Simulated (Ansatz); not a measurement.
**C3H5NO: up Jacob's ladder to CCSD(T)**

How much do the methods differ for C3H5NO? The plan is to run it at one geometry with functionals of several rungs and with coupled cluster, and see how far each lands from CCSD(T) at the basis-set limit for the atomisation energy.

Program: Ansatz 0.2.0, Gaussian basis. Level of theory: functionals in def2-TZVPP, the program's frozen cores in correlated methods. These are calculated values, not measurements.

The runs, in order: LDA (SPW92), PBE-D4, revPBE-D4, BLYP-D4, r2SCAN-D4, B97M-V, PBE0-D4, B3LYP-D4, r2SCANh-D4, r2SCAN0-D4, HSE06-D4, BHLYP-D4, CAM-B3LYP-D4, LC-ωPBE, ωB97X-V, ωB97M-V, B2PLYP, PBE-QIDH; CCSD(T)/def2-SVP; CCSD(T)/def2-TZVPP; MP2/def2-QZVPP; extrapolation to the limit; RPA on PBE.

### 1 The geometry

All runs share one geometry, relaxed beforehand with PBE0-D4 in a triple-zeta def2 set.

SMILES `COC#CN`, 10 atoms, charge 0, spin multiplicity 1.

Atoms are counted from 1 here; the program's logs count them from 0.

Bond lengths: C1–O2 1.429 Å, C1–H6 1.092 Å, C1–H7 1.092 Å, C1–H8 1.089 Å, O2–C3 1.301 Å, C3–C4 1.201 Å, C4–N5 1.351 Å, N5–H9 1.009 Å, N5–H10 1.009 Å. Angles: O2–C1–H6 110.2°, O2–C1–H7 110.2°, O2–C1–H8 106.3°, H6–C1–H7 109.7°, H6–C1–H8 110.2°, H7–C1–H8 110.2°, C1–O2–C3 114.5°, O2–C3–C4 178.3°, C3–C4–N5 177.4°, C4–N5–H9 114.9°, C4–N5–H10 114.9°, H9–N5–H10 111.6°.

### 2 LDA

This LDA is Slater exchange with PW92 correlation.

in.yaml reads:

```yaml
crystal:
  periodic: [false, false, false]
  atoms:
    - {symbol: C, position_ang: [-1.339197, -1.580275, -0.130100]}
    - {symbol: O, position_ang: [-0.093194, -1.341269, 0.528486]}
    - {symbol: C, position_ang: [0.410584, -0.160748, 0.315857]}
    - {symbol: C, position_ang: [0.904060, 0.920550, 0.140880]}
    - {symbol: N, position_ang: [1.410647, 2.150951, -0.092417]}
    - {symbol: H, position_ang: [-2.090161, -0.865058, 0.213091]}
    - {symbol: H, position_ang: [-1.216169, -1.494342, -1.212108]}
    - {symbol: H, position_ang: [-1.635994, -2.593630, 0.135339]}
    - {symbol: H, position_ang: [1.458107, 2.750685, 0.717704]}
    - {symbol: H, position_ang: [2.274616, 2.162034, -0.613632]}
basis:
  gaussian: {orbitals: def2-TZVPP}
hamiltonian: {xc: lda}
output: {orbitals: {seedname: orbitals}}
```

Started as:

```
ansatz run in.yaml --threads 2 --pin off --events-out ev --progress --plain --max-ram 4352MiB
```

After this run come: PBE-D4 (GGA); revPBE-D4 (GGA); BLYP-D4 (GGA); r2SCAN-D4 (meta-GGA); B97M-V (meta-GGA); PBE0-D4 (hybrid); B3LYP-D4 (hybrid); r2SCANh-D4 (hybrid); r2SCAN0-D4 (hybrid); HSE06-D4 (hybrid); BHLYP-D4 (hybrid); CAM-B3LYP-D4 (range-separated); LC-ωPBE (range-separated); ωB97X-V (range-separated); ωB97M-V (range-separated); B2PLYP (double hybrid); PBE-QIDH (double hybrid); CCSD(T) in def2-SVP; CCSD(T) in def2-TZVPP; MP2 in def2-QZVPP; RPA on PBE orbitals.

**Question.** What will the summary of the whole plan be? Wanted: atomisation energy, CCSD(T)/CBS; farthest beyond LDA; mean size of error, GGA; mean size of error, meta-GGA; mean size of error, hybrid; mean size of error, range-separated; mean size of error, double hybrid; gap, smallest and largest; T1 diagnostic.

The runs gave:

| quantity | value |
| --- | --- |
| atomisation energy, CCSD(T)/CBS | 3966.9 kJ/mol |
| functionals within 19.8 kJ/mol (0.5 %) | r2SCAN-D4, B97M-V, ωB97X-V, B2PLYP, PBE-QIDH |
| farthest beyond LDA | PBE-D4 (+177.9 kJ/mol) |
| mean size of error, GGA | 94.9 kJ/mol |
| mean size of error, meta-GGA | 12.2 kJ/mol |
| mean size of error, hybrid | 63.7 kJ/mol |
| mean size of error, range-separated | 28.5 kJ/mol |
| mean size of error, double hybrid | 14.3 kJ/mol |
| gap, smallest and largest | 4.77 eV (BLYP-D4), 11.83 eV (LC-ωPBE) |
| T1 diagnostic | 0.0122 |
| triples share of the correlation energy | 4.2 % |

In words: The LDA atomisation energy is off by 732.7 kJ/mol (18 %): it overbinds. PBE-D4 misses by +177.9 kJ/mol. Double hybrids carry the basis error of their MP2 part in triple zeta, and no dispersion term here, so their miss is partly the set-up's. The rungs meta-GGA, double hybrid miss on average by less than the doubt on the reference (19.8 kJ/mol), so they tie; GGA functionals have the largest mean beyond LDA (94.9 kJ/mol). Misses under about 19.8 kJ/mol are within the doubt on the reference itself, which lacks core-valence correlation, relativity and higher excitations. Hartree-Fock recovers 68 % of the binding; the rest is correlation. CCSD(T) in def2-SVP is off by -211.8 kJ/mol, so the small basis spoils what the method gains. The gap grows from 4.8 to 11.8 eV across the functionals, mostly with the share of exact exchange.
